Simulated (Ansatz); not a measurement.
in.yaml

```yaml
crystal:
  periodic: [false, false, false]
  atoms:
    - {symbol: Al, position_ang: [0.000000, 0.000000, 0.000000]}
    - {symbol: Li, position_ang: [0.000000, 0.000000, 2.635300]}
basis:
  gaussian: {orbitals: STO-3G}
total_charge: -1
magnetization: {spin_polarized: false, initial_magnetization: 3}
correlation: {active_space: {ras: {orbitals: [2, 3, 4], electrons: 7, max_holes: 3, max_particles: 3}, fixed_orbitals: true}}
accuracy: high
output: {forces: true}
```

```sh
$ ansatz run in.yaml --threads 1 --pin off --events-out ev --progress --plain --max-ram 2393MiB
```

Output:

```
218 factors; integrals over basis functions are off by at most 2.9e-9 eV
mean field evaluation 1: about -6691.2126 eV, gradient 2.2e1 eV
mean field evaluation 2: about -6691.5922 eV, gradient 2.1e1 eV
mean field evaluation 4: about -6696.4138 eV, gradient 8.8e0 eV
mean field evaluation 8: about -6697.3774 eV, gradient 4.2e-1 eV
mean field evaluation 16: about -6697.3913 eV, gradient 5.6e-2 eV
mean field evaluation 32: about -6697.4274 eV, gradient 3.4e-1 eV
mean field evaluation 64: about -6697.6061 eV, gradient 2.4e0 eV
mean field evaluation 96: about -6697.7438 eV, gradient 2.4e-1 eV
mean field evaluation 128: about -6692.8993 eV, gradient 1.3e0 eV
mean field evaluation 160: about -6697.3913 eV, gradient 1.2e-2 eV
mean field -6697.74704491 eV, -246.1376640046 hartree, gradient 1.5e-8 eV, S^2 3.750000; 8 other end points of the search recorded, 0 dependent functions left out
reference -6697.74704491 eV, -246.1376640046 hartree; 10, 7 occupied and 4, 7 virtual orbitals, 218 factors
state -6698.76058611 eV, -246.1749109567 hartree
the calculation of the forces begins
Total energy: -6698.76058611 eV, -246.1749109567 hartree
Atom 0 at     0.000000     0.000000     0.000000 Å, force    -0.000000     0.000000     2.736814 eV/Å
Atom 1 at     0.000000     0.000000     2.635300 Å, force     0.000000    -0.000000    -2.736814 eV/Å
Dipole moment:    -0.000000     0.000000    -2.754581 e Å
```

Forces (eV/Å):
```
Al   0.000  0.000  2.737
Li   0.000  0.000 -2.737
```

Ran on 1 thread of Intel Xeon, shared host: 0.63 s wall, 0.19 GiB peak host memory.
